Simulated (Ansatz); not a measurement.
Mulliken charges of C$_{2}$H$_{6}$OS (`CC(O)S`) from PBE/def2-TZVPP in Ansatz (PBE0-D4/def2-TZVP geometry).

| atom | x (Å) | y (Å) | z (Å) | charge (e) |
| --- | --- | --- | --- | --- |
| C1 | -0.820 | 0.539 | -0.149 | -0.257 |
| C2 | 0.176 | -0.586 | 0.034 | 0.113 |
| O3 | 0.867 | -0.481 | 1.259 | -0.278 |
| S4 | 1.385 | -0.681 | -1.303 | -0.177 |
| H5 | -1.349 | 0.441 | -1.098 | 0.089 |
| H6 | -1.560 | 0.527 | 0.658 | 0.068 |
| H7 | -0.308 | 1.504 | -0.129 | 0.089 |
| H8 | -0.340 | -1.554 | -0.035 | 0.079 |
| H9 | 0.216 | -0.346 | 1.955 | 0.178 |
| H10 | 1.817 | 0.586 | -1.188 | 0.096 |

Q: By hand: the dipole of these point charges (1 e Å = 4.8032 D).

A: Σ q r = (-0.323, 0.130, 0.089) e Å, of length 0.359 e Å = 1.72 D.

Q: How does the dipole of the full density compare? (Estimate.)

A: Computed: (-0.454, 0.202, 0.186) e Å, 2.55 D; the point charges give 0.67 times that, at 6° from its direction.

Point charges leave out the atoms' own dipoles, such as those of lone pairs, and Mulliken's split depends on the basis, so the two needn't agree.
